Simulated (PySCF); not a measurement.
## Static response to an electric field

C2F2S.
Atom-mapped SMILES: `[F:1][C:2]([F:3])=[C:4]=[S:5]`

Cartesian coordinates in Å at the GFN2-xTB level; atoms count from 1:
```
atom  x, y, z in Å
F1    -1.157   -1.123    0.514
C2    -0.492   -0.008    0.195
F3    -1.228    1.079    0.439
C4     0.721    0.014   -0.293
S5     2.164    0.040   -0.872
```

Level: CAM-B3LYP/def2-SVPD (PySCF), static field, nuclei fixed, core orbitals frozen in the response. The polarisability tensor in these axes (au):

```
x    70.73   0.62 -15.34
y     0.62  35.05  -0.37
z   -15.34  -0.37  38.69
```

Task: What are the eigenvalues, a third of the trace, and Δα (Δα² = ½Σ(αi − αj)² over the three pairs)?

Result: Principal values 32.53, 35.04 and 76.90 au; mean 48.16 au = 7.14 Å³ = 7.94 × 10⁻⁴⁰ C²·m²/J; Δα = 43.17 au (90 % of the mean).

Task: What is the dipole moment, and where does it point?

Result: (1.02, 0.02, -0.41) D, 1.10 D in size, pointing from the negative to the positive side. Measured along this direction, the outermost atoms are F3 and F1 at the negative end and S5 at the positive end.

Task: Rayleigh depolarisation ratio (linearly polarised light, static tensor)?

Result: ρ = 3Δα²/(45ᾱ² + 4Δα²) = 5591.0/(104351 + 7454.7) = 0.05.

Task: Form Σ f/ω² (atomic units) for the 8 lowest TDDFT singlets, given as eV and f, and set it beside the mean polarisability, which is this sum over all singlets: 1.35, 0.0000; 5.04, 0.0000; 5.83, 0.0001; 5.89, 0.0082; 6.65, 0.0140; 7.12, 0.6495; 7.31, 0.0000; 7.47, 0.0268.

Result: They add up to 10.26 au, 21.3 % of the 48.16 au; the largest single term is 9.49 au, from the state at 7.12 eV. Terms in order: 0.00, 0.00, 0.00, 0.18, 0.24, 9.49, 0.00, 0.36 au. Higher excitations give the rest. The strengths listed sum to 0.699.

Task: Refractivity n − 1 of an ideal gas of it at 400 K and 1 atm, from the electronic α?

Result: N = p/kT = 1.8347 × 10¹⁹ cm⁻³, so n − 1 = 2π × N × 7.14 × 10⁻²⁴ cm³ = 823 × 10⁻⁶ at long wavelengths.

Task: Find the Langevin capture rate constant for H3O+ (19.018 u) meeting this molecule (93.969 u), k = 2.342 × 10⁻⁹ cm³/s × √(α in Å³ / reduced mass in u).

Result: The reduced mass is 15.82 u, so k = 1.57 × 10⁻⁹ cm³/s. The formula leaves out the permanent dipole, which adds to the capture rate.

Task: Along which axes do the principal values lie, and how far do the nuclei extend along each?

Result: Largest value along (0.93, 0.02, -0.37), where the nuclei span 3.62 Å; middle along (-0.03, 1.00, -0.03), 2.20 Å; least along (0.37, 0.04, 0.93), 0.00 Å. The response follows the extents in order.

Isolated species at its GFN2-xTB geometry, gas phase.
